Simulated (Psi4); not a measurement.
# [OF2]+ (SMILES F[O+]F): UB3LYP/cc-pVTZ-DK (sfX2C, sweep point 2)

What is the vertical ionisation energy of [OF2]+ at UB3LYP/cc-pVTZ-DK (sfX2C, sweep point 2)? 

Program for the calculation: Psi4 1.11.

## 1. The structure to begin with

The species is [OF2]+ (3 atoms), meant as a doublet with charge +1. As SMILES, `F[O+]F`. The coordinates come from a GFN2-xTB relaxation.

Bond lengths: F1–O2 1.287 Å, O2–F3 1.287 Å. Angles: F1–O2–F3 110.7°.

## 2. A single-point energy at UB3LYP/cc-pVTZ-DK (sfX2C, sweep point 2)

The input, input.inp:

```
memory 1600 MB

molecule mol {
  1 2
  F      0.928320    -0.299370     0.478940
  O      0.000600     0.484920     0.053430
  F     -0.928920    -0.185540    -0.532380
  symmetry c1
}

set basis cc-pVTZ-DK
set reference uks
set puream true
set scf_type pk
set dft_radial_points 99
set dft_spherical_points 590
set maxiter 150
set relativistic x2c

energy("b3lyp")
print_variables()
```

On the command line:

```bash
$ psi4 input.inp input.out -n 1
```

input.out (excerpt; [...] marks lines left out):

```text
[...]
  Running in c1 symmetry.
[...]
  Nuclear repulsion =   79.441141796696542
[...]
  Multiplicity = 2
[...]
  Nalpha       = 13
  Nbeta        = 12
[...]
    Number of basis functions: 90
[...]
    WARNING: The X2C and Dirac Hamiltonians have substatially different eigenvalues!
             This is probably caused by the recontraction of the basis set.
[...]
   @UKS iter   1:  -274.42927916245947    4.82950e-01   5.82584e-03 DIIS/ADIIS
[...]
   @UKS iter  10:  -274.52064991811488   -1.79482e-08   3.78003e-07 DIIS
[...]
   @S^2 Observed:                7.530805203E-01
[...]
    Orbital Energies [Eh]
    ---------------------
    Alpha Occupied:
       1A    -25.224823     2A    -25.224800     3A    -19.863110
       4A     -1.858702     5A     -1.692377     6A     -1.349797
       7A     -1.072378     8A     -1.039306     9A     -1.016814
      10A     -0.889330    11A     -0.848650    12A     -0.837363
      13A     -0.771399
    Alpha Virtual:
      14A     -0.435905    15A     -0.370813    16A      0.174216
      17A      0.185592    18A      0.186230    19A      0.314802
      20A      0.350826    21A      0.383359    22A      0.417130
      23A      0.438304    24A      0.452714    25A      0.547134
[...]
  @UKS Final Energy:  -274.52064991811488
   => Energetics <=
    Nuclear Repulsion Energy =             79.4411417966965416
    One-Electron Energy =                -528.8244403030796548
    Two-Electron Energy =                 198.2615015476712870
    DFT Exchange-Correlation Energy =     -23.3988529594030901
    Empirical Dispersion Energy =           0.0000000000000000
    VV10 Nonlocal Energy =                  0.0000000000000000
    Total Energy =                       -274.5206499181148843
[...]
 Multipole Moments:
 ------------------------------------------------------------------------------------
     Multipole            Electronic (a.u.)      Nuclear  (a.u.)        Total (a.u.)
 ------------------------------------------------------------------------------------
 L = 1.  Multiply by 2.5417464519 to convert [e a0] to [Debye]
 Dipole X            :         -0.0122629            0.0222006            0.0099377
 Dipole Y            :         -0.2256605            0.4108900            0.1852295
 Dipole Z            :         -0.0000000            0.0000000           -0.0000000
 Magnitude           :                                                    0.1854959
[...]
```

Wall time 15 s (1 thread of Intel Xeon Platinum 8259CL at 2.50GHz (Skylake/Cascade Lake), shared host); peak memory 0.74 GiB.

## 3. Singlet [OF2]2+, same level

The input, input.inp:

```
memory 1600 mb

molecule {
  2 1
  F      0.928320    -0.299370     0.478940
  O      0.000600     0.484920     0.053430
  F     -0.928920    -0.185540    -0.532380
  symmetry c1
}

set basis cc-pVTZ-DK
set puream true
set scf_type pk
set dft_radial_points 99
set dft_spherical_points 590
set relativistic x2c

e, wfn = energy('b3lyp', return_wfn=True)
print_variables()
```

On the command line:

```bash
$ psi4 -n 1 input.inp input.out
```

input.out (excerpt; [...] marks lines left out):

```text
[...]
  Running in c1 symmetry.
[...]
  Nuclear repulsion =   79.441141796696542
[...]
  Multiplicity = 1
[...]
  Nalpha       = 12
  Nbeta        = 12
[...]
    Number of basis functions: 90
[...]
    WARNING: The X2C and Dirac Hamiltonians have substatially different eigenvalues!
             This is probably caused by the recontraction of the basis set.
[...]
   @RKS iter   1:  -273.31619247840865    1.59604e+00   9.58085e-03 DIIS/ADIIS
[...]
   @RKS iter   9:  -273.59568439802212   -2.81005e-08   9.68112e-08 DIIS
[...]
    Orbital Energies [Eh]
    ---------------------
    Doubly Occupied:
       1A    -25.697871     2A    -25.697846     3A    -20.361274
       4A     -2.283518     5A     -2.113197     6A     -1.755753
       7A     -1.489921     8A     -1.429827     9A     -1.420338
      10A     -1.271330    11A     -1.261588    12A     -1.249832
[...]
  @RKS Final Energy:  -273.59568439802212
   => Energetics <=
    Nuclear Repulsion Energy =             79.4411417966965416
    One-Electron Energy =                -517.5615847788383235
    Two-Electron Energy =                 187.4388202024836119
    DFT Exchange-Correlation Energy =     -22.9140616183639878
    Empirical Dispersion Energy =           0.0000000000000000
    VV10 Nonlocal Energy =                  0.0000000000000000
    Total Energy =                       -273.5956843980221151
[...]
 Multipole Moments:
 ------------------------------------------------------------------------------------
     Multipole            Electronic (a.u.)      Nuclear  (a.u.)        Total (a.u.)
 ------------------------------------------------------------------------------------
 L = 1.  Multiply by 2.5417464519 to convert [e a0] to [Debye]
 Dipole X            :         -0.0105779            0.0222006            0.0116227
 Dipole Y            :         -0.1949246            0.4108900            0.2159654
 Dipole Z            :         -0.0000000            0.0000000           -0.0000000
 Magnitude           :                                                    0.2162779
[...]
```

It took 9.3 s on 1 thread of Intel Xeon Platinum 8259CL at 2.50GHz (Skylake/Cascade Lake), shared host; peak memory 0.74 GiB.

## 4. Summary of results

At UB3LYP/cc-pVTZ-DK (sfX2C, sweep point 2):

```
                                            quantity          value
                        doublet [OF2]+: total energy  -274.52065 Eh
  doublet [OF2]+: HOMO energy (highest over α and β)      -20.99 eV
   doublet [OF2]+: LUMO energy (lowest over α and β)      -16.30 eV
                                doublet [OF2]+: ⟨S²⟩          0.753
                       singlet [OF2]2+: total energy  -273.59568 Eh
                        singlet [OF2]2+: HOMO energy      -34.01 eV
                        singlet [OF2]2+: LUMO energy      -29.34 eV
                      singlet [OF2]2+: HOMO–LUMO gap        4.67 eV
vertical ionisation energy (to the singlet dication)      25.170 eV
```

The vertical ionisation energy comes to 25.17 eV (2428 kJ/mol). Only the singlet of the ionised species was computed; a triplet could lie lower.
